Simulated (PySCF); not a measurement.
Ionisation energies (eV) were calculated with PySCF 2.14 by MP2 (valence), UHF, PBE, in another order, as differences of total energies without spin-orbit coupling. The measured values are between term centres (NIST).

| species | measured | A | B | C |
| --- | --- | --- | --- | --- |
| F+ (aug-cc-pVDZ, non-relativistic) | 34.950 | 35.438 | 34.244 | 33.353 |
| Al+ (aug-cc-pVDZ-DK, spin-free X2C) | 18.829 | 18.833 | 18.263 | 17.578 |
| Cl+ (aug-cc-pV(D+d)Z, non-relativistic) | 23.771 | 23.814 | 23.053 | 22.535 |
| Cl (aug-cc-pV(D+d)Z, non-relativistic) | 12.974 | 13.002 | 12.612 | 11.827 |
| Cr (aug-cc-pVDZ-DK, spin-free X2C) | 6.767 | 7.340 | 6.476 | 6.013 |
| Fe (aug-cc-pVDZ-DK, spin-free X2C) | 7.904 | 7.824 | 7.484 | 6.438 |
| Ge (aug-cc-pVDZ-DK, spin-free X2C) | 7.925 | 7.903 | 7.679 | 7.413 |
| Mo (aug-cc-pVDZ-PP with ECP28MDF, ECP) | 7.092 | 7.513 | 6.788 | 6.256 |

Problem. Which column is which method?

Solution. A is PBE (mean error 0.18 eV); B is MP2 (valence) (mean error -0.45 eV); C is UHF (mean error -1.10 eV). PBE, with gradient corrections, lies close to experiment on average, with errors of both signs. Valence MP2 in a finite basis recovers only part of the missing correlation, so it stays below experiment on average. Hartree-Fock lacks the correlation of the electron removed and comes out lowest.
